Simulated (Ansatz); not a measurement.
Cost and result for the atomization energy of `CSC(O)O` (11 atoms, 10 bonds).

```csv
atom,x (Å),y (Å),z (Å)
C1,1.634,0.783,-0.037
S2,0.415,0.176,-1.210
C3,-0.982,-0.158,-0.102
O4,-0.518,-0.918,0.972
O5,-1.976,-0.800,-0.825
H6,2.525,1.027,-0.616
H7,1.283,1.688,0.461
H8,1.876,0.020,0.700
H9,-1.424,0.783,0.239
H10,-1.239,-0.994,1.607
H11,-1.593,-1.608,-1.188
```

Total charge 0; spin multiplicity 1. The geometry is a stationary point of PBE0-D4/def2-TZVP. It is one conformer, not always the lowest. Program: Ansatz. All runs use 4 threads of an Arm Neoverse V1 on a shared host. Times are those of one run each, without the atoms' runs, and a repeat can differ threefold. Electronic energies, without spin–orbit coupling; frozen cores. CCSD(T)/CBS adds CCSD(T) − MP2 in def2-TZVPP to the MP2 limit, and its time is that of the two runs behind it. T1 = 0.011. B3LYP takes the VWN-RPA correlation (the form of Gaussian; ORCA's B3LYP/G).

CCSD(T)/CBS is a level of theory with its own doubt, some kJ/mol a heavy atom from the limit and from the frozen cores, so smaller differences don't rank the functionals.

```csv
level,functions,wall time,atomization (kcal/mol),difference from CCSD(T)/CBS,per bond
PBE-D4/def2-TZVPP (with forces),250,2.4 s,1000.6,25.8,2.6
PBE0-D4/def2-TZVPP,250,2.7 s,975.4,0.6,0.1
B3LYP-D4/def2-TZVPP (with forces),250,4.2 s,969.5,-5.3,-0.5
r2SCAN-D4/def2-TZVPP (with forces),250,4.5 s,976.1,1.3,0.1
B2PLYP/def2-TZVPP,250,5.5 s,959.8,-15.0,-1.5
ωB97X-V/def2-TZVPP,250,7 s,975.5,0.7,0.1
ωB97M-V/def2-TZVPP (with forces),250,10 s,977.8,3.0,0.3
MP2/def2-QZVPP,478,22 s,983.6,8.8,0.9
CCSD(T)/def2-TZVPP,250,2.9 min,946.0,-28.8,-2.9
CCSD(T)/CBS(def2),–,3.2 min,974.8,0.0,0.0
```

From PBE to PBE0 (25 % exact exchange), in def2-TZVPP and without D4, the atomization energy moves by −24.4 kcal/mol: exact exchange takes away binding that semilocal exchange gives to molecules. In def2-TZVPP, CCSD(T) changes the Hartree–Fock value by +275.6 kcal/mol (the triples alone add +17.4 kcal/mol) and MP2 by +296.3 kcal/mol; breaking electron pairs costs correlation energy, which Hartree–Fock lacks. The D4 term adds +8.0 kcal/mol with B3LYP and +4.1 kcal/mol with PBE0; it sums over pairs of atoms, weighted by their polarisabilities, and B3LYP, whose exchange is more repulsive, gets the larger term.
